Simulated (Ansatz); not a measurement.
Trigonal Se was calculated with r²SCAN (Ansatz, a quantum-chemistry and plane-wave program, plane waves, PAW).

Settings: plane-wave cutoff 600 eV, 12×12×8 k mesh (along the axes of the cell as run), Fermi–Dirac smearing 0.01 eV, scalar-relativistic PAW data made under PBE.

Starting structure:

```
CELL_PARAMETERS angstrom
      4.37000     0.00000     0.00000
     -2.18500     3.78453     0.00000
      0.00000     0.00000     4.95000
ATOMIC_POSITIONS crystal
  Se 0.00000 0.22500 0.66667
  Se 0.77500 0.77500 0.00000
  Se 0.22500 0.00000 0.33333
```

**Question.** Into what structure does the relaxation of cell and atoms lead at this level, with the symmetry of the start kept?

**Answer.** The volume goes up by 7.2 %; final space group P3_121.
```
CELL_PARAMETERS angstrom
      4.50598     0.00000     0.00000
     -2.25299     3.90229     0.00000
      0.00000     0.00000     4.99138
ATOMIC_POSITIONS crystal
  Se 0.00000 0.21707 0.66667
  Se 0.78293 0.78293 0.00000
  Se 0.21707 0.00000 0.33333
```

Note: the cell comes from a level without a dispersion term, which matters for the spacing of layers, chains or molecules.
